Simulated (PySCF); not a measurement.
Species: C5H7O (doublet state).
Cartesian coordinates in Å at the GFN2-xTB level; atoms count from 1:
```
atom  x, y, z in Å
C1     0.9541   -0.2402   -0.8740
C2     1.9020    0.1177    0.2098
O3     0.7968    0.4020    1.0801
C4    -0.1137    0.0361    0.0523
C5    -1.4505    0.7240   -0.1278
C6    -1.4103   -0.6968    0.3373
H7     1.0351   -0.6982   -1.8334
H8     2.5300   -0.6912    0.6054
H9     2.5287    1.0042    0.0517
H10   -1.6937    1.4875    0.5937
H11   -1.7639    0.9321   -1.1389
H12   -1.6244   -0.8973    1.3748
H13   -1.6947   -1.4794   -0.3489
```

As a line formula: `[CH]1COC12CC2` [radical].

Method used: UKS B3LYP, pcH-1 on C H O, non-relativistic, mean-field spin-orbit, GIAO in PySCF 2.14.0. Isolated species at its GFN2-xTB geometry, gas phase. The geometry wasn't refined by DFT: couplings that depend on bond lengths, twists or pyramidal angles can differ widely from those at the functional's own minimum. Stability of the SCF solution: not tested.

The Mulliken spin populations are largest on C1 (+0.94), C6 (+0.09), C4 (-0.09) and C5 (+0.09). C1 is the only atom above +0.15. The angles at C1 add up to 358.8°, so it is planar; its axial dipolar tensor and the negative coupling of its proton fit spin in a p orbital normal to that plane.

Task: McConnell's relation a(H) = Q·ρ ties the coupling of a proton on a planar π carbon to the spin population of that carbon. What Q do the computed values give?

Result: 
```json
{"H": "H7", "C": "C1", "ρ(C)": "+0.938", "a(H) (G)": "-20.95", "a/ρ (G)": "-22.3"}
```

One proton gives one ratio, Q = -22.3 G, and no test of linearity. In every row coupling and population have opposite signs.

Task: How do the β-proton couplings of this frozen conformer go with θ, the angle between the C–H bond and the normal to the plane of the spin centre's three neighbours, both seen down the bond from centre to carbon?

Result: 
```csv
β H,on,centre,θ (°),cos²θ,a (G)
H8,C2,C1,26,0.81,+37.63
H9,C2,C1,22,0.85,+37.37
```

Couplings in gauss use g_iso = 2.0027.

The run took 35 s of wall time (with the writing of density and orbital grids) on an Arm Neoverse V2 with one thread, shared host with 96 logical CPUs at a one-minute load of 82, and the process peaked at 0.80 GiB of memory.
